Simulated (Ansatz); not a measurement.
Basis-set extrapolation for `C=C(O)Cl` (PBE0-D4/def2-TZVP geometry, frozen core, the Gaussian-basis code of Ansatz). Multiplicity 1, RHF reference.

```tsv
	def2-TZVPP	def2-QZVPP
HF	-611.888998	-611.908716
MP2 correlation	-0.750489	-0.810436
CCSD(T) correlation	-0.813197	not run
```

Energies in hartree. Use E(X) = E(∞) + A·exp(−7.88·√X) for Hartree–Fock and E(X) = E(∞) + B·X^(−2.97) for correlation, with X = 3 and 4, and add CCSD(T) minus MP2 of the smaller set to the MP2 limit.

Question: What is the CCSD(T) energy at the basis-set limit?

Answer: HF limit: -611.908716 + (-0.019718) × 0.13774 = -611.91143. MP2 limit: -0.810436 + (-0.059947) × 0.74074 = -0.85484. Higher-order term: -0.813197 − (-0.750489) = -0.06271. Total: -612.82898 hartree, 332.9 kJ/mol below CCSD(T)/def2-TZVPP.
